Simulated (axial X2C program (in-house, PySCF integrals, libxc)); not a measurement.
# PH⁺: EOM-EA-CCSD levels

Wanted for PH⁺: EOM-EA-CCSD levels, at the two-component level.

Program: an in-house X2C program for linear molecules on PySCF integrals. Level of theory: two-component X2C with atomic mean-field terms, P dyall-av3z, H dyall-av3z. These are calculated values, not measurements.

## Step 1: Input

task.json reads:

```json
{"zs": [15, 1], "q": 1, "bas": ["dyall-av3z", "dyall-av3z"], "r0": 1.43, "eom": "ea", "thr": -2.0, "nmax": 92, "grid": [1, 0.96, 1.045, 0.92, 1.09, 1.15]}
```

Keys: zs atomic numbers; q charge; bas basis sets; r0 starting distance in Å; eom kind of EOM run; thr threshold in hartree for freezing inner shells (an s shell follows its p shell); nmax most natural virtual spinors; grid distances as factors.

Started as:

```
python soeom.py task.json out
```

Nuclei are Gaussian, cores are contracted, and the Gaunt term is on.

## Step 2: EOM-EA-CCSD at 1.439 Å

Reference: the closed shell PH²⁺; 4 electrons correlated, 92 virtual spinors; roots sought by Ω: 1/2: 5, 3/2: 4, 5/2: 2, 7/2: 1.

Output:

```text
two-component X2C + atomic mean field  HF
basis functions 88  fitting functions 459  grid points 4351
iter        total energy     max residual
   1       -341.028438375     7.36e-02
   2       -341.035000929     3.92e-03
   3       -341.035187273     8.96e-04
   4       -341.035197951     1.30e-04
   5       -341.035198290     9.44e-06
   6       -341.035198293     4.36e-06
   7       -341.035198294     3.40e-06
   8       -341.035198295     1.92e-06
converged
one-electron -471.66254482  Coulomb 147.62429175  exact exchange -22.46538603  xc functional 0.00000000  nuclear repulsion 5.51609323  atomic mean-field constant -0.04765244
correlated 4  virtual 152  natural virtual 92  E(MP2) -0.077982621  MP2 remainder -0.002554508
iter   CCSD correlation   residual
   1     -0.092079753   1.12e-01
   2     -0.100408107   4.95e-02
   3     -0.100905411   1.31e-02
   4     -0.100976718   3.86e-03
   5     -0.100942750   1.56e-03
   6     -0.100944457   4.48e-04
   7     -0.100947850   9.13e-05
   8     -0.100946738   3.47e-05
   9     -0.100946605   2.51e-05
  10     -0.100946766   1.69e-05
  11     -0.100946935   5.71e-06
  12     -0.100946865   2.90e-06
  13     -0.100946855   1.37e-06
(T) -0.001709425  T1 0.0140  D1 0.0182  max T2 0.078
EOM-EA-CCSD roots
2*Omega      energy/Eh   energy/eV  one-particle weight
    1      -0.69483873    -18.9075      0.956
    1      -0.57383016    -15.6147      0.000
    1      -0.46939066    -12.7728      0.009
    1      -0.45933994    -12.4993      0.000
    1      -0.42651285    -11.6060      0.938
    3      -0.69342462    -18.8690      0.956
    3      -0.57380416    -15.6140      0.000
    3      -0.49413785    -13.4462      0.018
    3      -0.34475699     -9.3813      0.000
    5      -0.49403562    -13.4434      0.018
    5      -0.34425688     -9.3677      0.000
    7      -0.19467828     -5.2975      0.000
```

T1 in the output is the amplitude norm over the root of the electron number; divide by √2 for the Lee–Taylor value.

```tsv
Ω	binding energy (eV)	above lowest (cm⁻¹)	spinor	weight
1/2	18.908	0	83% P pπ, 9% H pπ, 8% H dπ	0.96
3/2	18.869	310	83% P pπ, 9% H pπ, 8% H dπ	0.96
1/2	11.606	58890	43% P dσ, 18% P pσ, 17% H sσ	0.94
```

Run time: 2.3 s. Hardware: 1 thread of Arm Neoverse V2, shared host; peak memory 0.47 GiB.

## Step 3: EOM-EA-CCSD at 1.381 Å

```tsv
Ω	binding energy (eV)	above lowest (cm⁻¹)	spinor	weight
1/2	18.952	0	81% P pπ, 10% H pπ, 8% H dπ	0.96
3/2	18.914	310	81% P pπ, 10% H pπ, 8% H dπ	0.96
1/2	11.316	61590	47% P dσ, 17% P pσ, 14% H pσ	0.93
```

It took 2.4 s on 1 thread of Arm Neoverse V2, shared host; peak memory 0.49 GiB.

## Step 4: EOM-EA-CCSD at 1.504 Å

```tsv
Ω	binding energy (eV)	above lowest (cm⁻¹)	spinor	weight
1/2	18.855	0	85% P pπ, 8% H pπ, 7% H dπ	0.95
3/2	18.817	310	85% P pπ, 8% H pπ, 7% H dπ	0.95
1/2	11.933	55830	39% P dσ, 20% H sσ, 19% P pσ	0.94
```

Wall time 2.4 s (1 thread of Arm Neoverse V2, shared host); peak memory 0.49 GiB.

## Step 5: EOM-EA-CCSD at 1.324 Å

```tsv
Ω	binding energy (eV)	above lowest (cm⁻¹)	spinor	weight
1/2	18.996	0	80% P pπ, 12% H pπ, 9% H dπ	0.96
3/2	18.958	310	80% P pπ, 12% H pπ, 9% H dπ	0.96
1/2	11.034	64220	52% P dσ, 17% P pσ, 14% H pσ	0.93
```

Wall time 2.4 s (1 thread of Arm Neoverse V2, shared host); peak memory 0.49 GiB.

## Step 6: EOM-EA-CCSD at 1.569 Å

```tsv
Ω	binding energy (eV)	above lowest (cm⁻¹)	spinor	weight
1/2	18.801	0	86% P pπ, 7% H pπ, 6% H dπ	0.95
3/2	18.762	310	86% P pπ, 7% H pπ, 6% H dπ	0.95
1/2	12.248	52850	35% P dσ, 23% H sσ, 19% P pσ	0.91
```

Run time: 2.5 s. Hardware: 1 thread of Arm Neoverse V2, shared host; peak memory 0.49 GiB.

## Step 7: EOM-EA-CCSD at 1.655 Å

```tsv
Ω	binding energy (eV)	above lowest (cm⁻¹)	spinor	weight
1/2	18.724	0	88% P pπ	0.95
3/2	18.685	310	88% P pπ, 6% H pπ	0.95
```

Wall time 2.4 s (1 thread of Arm Neoverse V2, shared host); peak memory 0.5 GiB.

## Step 8: Curves of the states

Energies in eV from the lowest point of the lowest state; states are followed by energy order within each Ω.

```tsv
R (Å)	(1)Ω=1/2	(1)Ω=3/2
1.324	0.1312	0.1696
1.381	0.0224	0.0608
1.439	0.0000	0.0385
1.504	0.0532	0.0917
1.569	0.1674	0.2060
1.655	0.3860	0.4246
```

Constants where the minimum is well bracketed (masses 30.974 and 1.008 u):

```tsv
state	Te (cm⁻¹)	Re (Å)	ωe (cm⁻¹)
(1)Ω=1/2	0	1.427	2418
(1)Ω=3/2	310	1.427	2418
```

## Step 9: Outcome

```
                     quantity                           value
       lowest root at 1.439 Å              Ω = 1/2, 18.908 eV
next root led by one particle  Ω = 3/2, about 310 cm⁻¹ higher
          T1 of the reference                           0.010
      lowest state, Re and ωe              1.427 Å, 2418 cm⁻¹
```

What this shows: The added electron is bound by 18.91 eV in a spinor of 83% P pπ, 9% H pπ, 8% H dπ. Errors of 0.1 to 0.3 eV are usual at this size, and roots led by higher excitations are left out, so the list is incomplete, and low states of that kind can be missing. The bond is 0.042 Å shorter than in the closed-shell reference at CCSD (1.470 Å).
